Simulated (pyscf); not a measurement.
HO–PH–SiH₃ + hydrogen (H₂) -> HO–PH₂ + silane (SiH₄), a four-centre exchange (singlet surface; P–Si, H–H broken, H–P, H–Si formed). Single points on ωB97X-D3(BJ)/def2-SVP structures (PySCF, gas phase). Energies in kcal/mol from the separated reactants.

Small-basis levels: PySCF, no dispersion term, spherical d functions. 

Question: Quick HF/STO-3G single points give ΔE‡ = 158.6 kcal/mol and ΔE = -2.3 kcal/mol. What does ωB97M-D3(BJ)/def2-TZVP give, and how far is the quick result from it?

Answer: ωB97M-D3(BJ)/def2-TZVP gives ΔE‡ = 65.9 kcal/mol and ΔE = -4.2 kcal/mol. HF/STO-3G lies 92.6 kcal/mol over it in the barrier and 1.9 kcal/mol over it in the reaction energy, so on this step it does not hold to within 3.0 kcal/mol. ωB97M-D3(BJ)/def2-TZVP has limits of its own. At the saddle there is also a short H–Si contact that neither side keeps. The same reactants have a lower exit, to H₃Si–PH₂ + H₂O (barrier +60.4 kcal/mol at ωB97M-D3(BJ)/def2-TZVP, against +65.9 kcal/mol here). HO–PH–SiH₃ lies 27.2 kcal/mol over its isomer HO–SiH₂–PH₂ (electronic energy, ωB97M-D3(BJ)/def2-TZVP). This is the saddle that the search found; another between the same sides may lie lower.
